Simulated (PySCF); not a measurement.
# SiH₂⁺: doublet, from a linear start

Where does doublet SiH₂⁺ go from a linear start, is the end point a minimum, and what are its modes, charges and moments?

The runs use PySCF 2.14.0; PBE0, basis Si def2-TZVP, H def2-TZVP, no relativity, density fitting.

## Step 1: Where the work starts

3 atoms, charge 1, spin multiplicity 2.

Bond lengths: Si1–H2 1.450 Å, Si1–H3 1.450 Å. Angles: H2–Si1–H3 180.0°.

```xyz
3
charge 1 multiplicity 2
Si    0.0000    0.0000    0.0000
H     0.0000    0.0000    1.4504
H     0.0000    0.0000   -1.4504
```

## Step 2: The SCF at the typed geometry

The steps below are one call of a driver around PySCF. For each, scf.py gives the equivalent set-up of the SCF; relaxations use the driver's own optimiser. After this first run the driver tries any further starts and a stability analysis.

Input file scf.py:

```python
from pyscf import gto, scf, dft
mol = gto.M(atom='''
Si     0.000000     0.000000     0.000000
H      0.000000     0.000000     1.450400
H      0.000000     0.000000    -1.450400''',
    basis={'Si': 'def2-TZVP', 'H': 'def2-TZVP'},
    charge=1, spin=1)
mf = dft.UKS(mol, xc='PBE0')
mf.grids.atom_grid = (50, 194)
aux = {'Si': 'def2-universal-JKFIT', 'H': 'def2-universal-JKFIT'}
mf = mf.density_fit(auxbasis=aux)
mf.conv_tol = 1e-08
mf.diis_space = 10
mf.max_cycle = 60
mf.init_guess = 'minao'
mf.verbose = 4
mf.kernel()
```

The run is started by

```sh
> OMP_NUM_THREADS=2 python axn.py task.json out
```

Further steps of the session: Relaxing the doublet from the linear start; Hessian and properties; Downhill along the imaginary mode; Vibrations and properties at this point.

What does the calculation give? Wanted: minimum; geometry; wavenumbers; dipole moment; highest occupied, lowest empty level; polar-tensor charge of Si1; zero-point energy; ⟨S²⟩.

As calculated:

| quantity | value |
| --- | --- |
| minimum | doublet, C2v |
| geometry | Si–H 1.491 Å (×2); H–Si–H 119.8° |
| wavenumbers (cm⁻¹) | 899 (a1), 2155 (a1), 2237 (b2) |
| dipole moment (centre of mass) | 0.23 D |
| highest occupied, lowest empty level (either spin) | -14.93, -10.76 eV |
| polar-tensor charge of Si1 | +0.95 e |
| zero-point energy | 31.6 kJ/mol |
| entropy at 298.15 K | 211.8 J/(mol K) |
| ⟨S²⟩ | 0.752 |

What this shows: The linear start (D∞h) ends in a minimum of C2v symmetry, after a stop at a saddle point 92.9 kJ/mol higher, from which it was pushed off along an imaginary mode. The strongest infrared band lies at 899 cm⁻¹ (a1, bend). Most of the spin sits on Si1 (Mulliken spin 0.81, against 1 for the whole molecule). Other starts or spin states, not run here, may lie lower.
